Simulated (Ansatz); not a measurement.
[S4]2- (S4²⁻). The state is a singlet with charge -2. Geometry PBE0-D4/def2-TZVPD, basis def2-TZVPD, Ansatz.

```xyz
4

S    -1.951    0.371   -1.414
S     0.099    0.168   -1.202
S     0.716   -0.859    0.483
S     1.136    0.319    2.133
```

| run | HOMO (eV) | LUMO (eV) |
| --- | --- | --- |
| A | 3.09 | 6.15 |
| B | 3.19 | 5.92 |
| C | 1.06 | 6.88 |
| D | 0.85 | 6.92 |
| E | 2.30 | 6.22 |
| F | 3.34 | 5.75 |

B3LYP takes the VWN-RPA correlation. A multiply charged anion in the gas phase is held together partly by the finite basis.

Q: The runs used B3LYP, BHLYP, HF, PBE0, r2SCAN0, ωB97X-V. Estimate which is which.

A: A r2SCAN0 (25 % exact exchange); B PBE0 (25 % exact exchange); C ωB97X-V (range-separated); D HF (100 % exact exchange); E BHLYP (50 % exact exchange); F B3LYP (20 % exact exchange). Exact exchange lowers occupied and raises empty levels; among semilocal functionals meta-GGAs tend to open the gap a little, and such runs are hard to tell apart. The gap grows from 2.41 eV (B3LYP) to 6.07 eV (HF). At r2SCAN0-D4/def2-TZVPD, PBE0-D4/def2-TZVPD, ωB97X-V/def2-TZVPD, HF/def2-TZVPD and others the highest occupied level of the charge -2 singlet lies above zero (up to 3.34 eV). The electron is either unbound and held by the finite basis, or the level is raised by self-interaction error.
